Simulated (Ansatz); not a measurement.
**B₂+ (quartet): from Hartree-Fock to the top rungs at distance B1–B2 = 1.628 Å, cc-pVQZ**

Aim: climb from Hartree-Fock through coupled cluster and multireference methods for B₂+ (quartet) at one geometry and basis, and see what each rung misses.

Method: cc-pVQZ, core rule «outside noble gas», up to 2 orbitals frozen; program: Ansatz 0.2.0, Gaussian basis.

Plan: UHF; CCSD(T) on ROHF; CCSD(T) on UHF; BCCD(T) on ROHF; CCSDT(Q) on ROHF; CCSDT(Q) on UHF; CASSCF and MRCISD+Q, 5 electrons in 8 orbitals; CASSCF and NEVPT2, 5 electrons in 8 orbitals.

17 further runs of the same task are left out: 3 that didn't finish, 14 set aside as unsound or not needed. Runs told in other sessions of the task aren't counted.

## (1) The system

The geometry derives from a PBE0/def2-TZVP stationary point (not a proven minimum). One bond is set to the value named and the two fragments are kept rigid.

2 atoms, charge 1, spin multiplicity 4.

Atoms are counted from 1 here; the program's logs count them from 0.

Bond lengths: B1–B2 1.628 Å.

## (2) UHF

in.yaml reads:

```yaml
crystal:
  periodic: [false, false, false]
  atoms:
    - {symbol: B, position_ang: [0.000000, 0.000000, 0.000000]}
    - {symbol: B, position_ang: [0.000000, 0.000000, 1.628200]}
basis:
  gaussian: {orbitals: cc-pVQZ}
total_charge: 1
magnetization: {spin_polarized: true, initial_magnetization: 3}
hamiltonian: {xc: hf}
output: {orbitals: {seedname: orbitals}}
```

Command:

```bash
ansatz run in.yaml --threads 1 --pin off --events-out ev --progress --plain --max-ram 4096MiB --backend cpu
```

The runs that follow: CCSD(T) on ROHF; CCSD(T) on UHF; BCCD(T) on ROHF; CCSDT(Q) on ROHF; CCSDT(Q) on UHF; CASSCF and MRCISD+Q, 5 electrons in 8 orbitals; CASSCF and NEVPT2, 5 electrons in 8 orbitals.

Before running them: what should the planned runs give, taken together? Wanted: UCCSDT(Q) from the RHF energy; RMP2 from UCCSDT(Q); UMP2 from UCCSDT(Q); RCCSD from UCCSDT(Q); RCCSD(T) from UCCSDT(Q); UCCSD(T) from UCCSDT(Q); RCCSDT(Q) from UCCSDT(Q); NEVPT2 valence from UCCSDT(Q); MRCISD+Q valence from UCCSDT(Q).

**Answer**, as computed:

| quantity | value |
| --- | --- |
| UCCSDT(Q) from the ROHF energy | -2.5920 eV |
| RMP2 from UCCSDT(Q) | +610.9 meV |
| UMP2 from UCCSDT(Q) | +610.2 meV |
| RCCSD from UCCSDT(Q) | +118.5 meV |
| RCCSD(T) from UCCSDT(Q) | +26.5 meV |
| UCCSD(T) from UCCSDT(Q) | +25.4 meV |
| RCCSDT(Q) from UCCSDT(Q) | +1.1 meV |
| NEVPT2 valence from UCCSDT(Q) | +300.9 meV |
| MRCISD+Q valence from UCCSDT(Q) | +17.0 meV |
| levels within 1 kcal/mol (43 meV) | RCCSD(T), UCCSD(T), BCCD(T), RCCSDT, UCCSDT, RCCSDT(Q), MRCISD+Q valence |
| T1 diagnostic | 0.020 |
| effectively unpaired electrons | 3.02 |

What this shows: RCCSD(T) misses by +26.5 meV, 1.0 % of the correlation energy. One determinant dominates. Of the multireference levels listed MRCISD+Q valence comes nearest in total energy (+17.0 meV), which doesn't show that its space is the better one. These misses are within one basis, not against nature; the frozen cores of restricted and unrestricted runs differ, which can shift their rows.
